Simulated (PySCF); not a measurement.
CH3NO.
Bonds: C1–N2, N2–O3 (double). Hydrogens: H4, H5, H6 on C1.

The same species was optimised twice, with GFN2-xTB and with PBE0-D3(BJ)/def2-SVP (PySCF), and the same property calculations (PySCF, gas phase) were run on both structures.

```csv
coordinate,GFN2-xTB,PBE0-D3(BJ)/def2-SVP,change
C1–N2 (Å),1.439,1.466,+0.027
N2=O3 (Å),1.210,1.193,-0.017
C1–H5 (Å),1.091,1.102,+0.011
C1–H4 (Å),1.091,1.102,+0.011
C1–H6 (Å),1.094,1.101,+0.007
C1–N2–O3 (°),117.1,114.1,-3.0
N2–C1–H6 (°),114.0,111.9,-2.1
H5–C1–H6 (°),111.2,112.0,+0.8
H4–C1–H6 (°),111.2,111.8,+0.6
N2–C1–H5 (°),106.7,107.2,+0.5
N2–C1–H4 (°),106.6,106.9,+0.3
H4–C1–H5 (°),106.8,106.8,0.0
```

Rotational constants: A = 65949, B = 11394, C = 10329 MHz (GFN2-xTB) against A = 62526, B = 11617, C = 10435 MHz (PBE0-D3(BJ)/def2-SVP). Point groups within 0.08 Å: Cs and Cs.

On the GFN2-xTB structure: HOMO (eV) -6.60 [PBE0/pcSseg-1]; LUMO (eV) -2.23 [PBE0/pcSseg-1]; dipole (D) 2.68 [PBE0/pcSseg-1]; GIAO shielding of C1 (ppm) 89.0 [PBE0/pcSseg-1]; GIAO shielding of N2 (ppm) -1036.3 [PBE0/pcSseg-1]; GIAO shielding of O3 (ppm) -1887.7 [PBE0/pcSseg-1].

Question: What do these properties become on the PBE0-D3(BJ)/def2-SVP structure?

Answer: 
```json
{"property": "HOMO (eV)", "level": "PBE0/pcSseg-1", "on GFN2-xTB": "-6.60", "on PBE0-D3(BJ)/def2-SVP": "-6.60", "change": "0.00"}
{"property": "LUMO (eV)", "level": "PBE0/pcSseg-1", "on GFN2-xTB": "-2.23", "on PBE0-D3(BJ)/def2-SVP": "-2.14", "change": "+0.09"}
{"property": "dipole (D)", "level": "PBE0/pcSseg-1", "on GFN2-xTB": "2.68", "on PBE0-D3(BJ)/def2-SVP": "2.51", "change": "-0.17"}
{"property": "energy, GFN2-xTB geometry as zero (kcal/mol)", "level": "PBE0/pcSseg-1", "on GFN2-xTB": "0.0", "on PBE0-D3(BJ)/def2-SVP": "-0.7", "change": "-0.7"}
{"property": "GIAO shielding of C1 (ppm)", "level": "PBE0/pcSseg-1", "on GFN2-xTB": "89.0", "on PBE0-D3(BJ)/def2-SVP": "86.7", "change": "-2.3"}
{"property": "GIAO shielding of N2 (ppm)", "level": "PBE0/pcSseg-1", "on GFN2-xTB": "-1036.3", "on PBE0-D3(BJ)/def2-SVP": "-949.3", "change": "+87.0"}
{"property": "GIAO shielding of O3 (ppm)", "level": "PBE0/pcSseg-1", "on GFN2-xTB": "-1887.7", "on PBE0-D3(BJ)/def2-SVP": "-1770.3", "change": "+117.4"}
```

The heavy atoms differ by 0.022 Å rms after alignment. Among all bonds C1–N2 changes most (+0.027 Å). Changes are differences of the printed values. Neither structure is proved a minimum here.
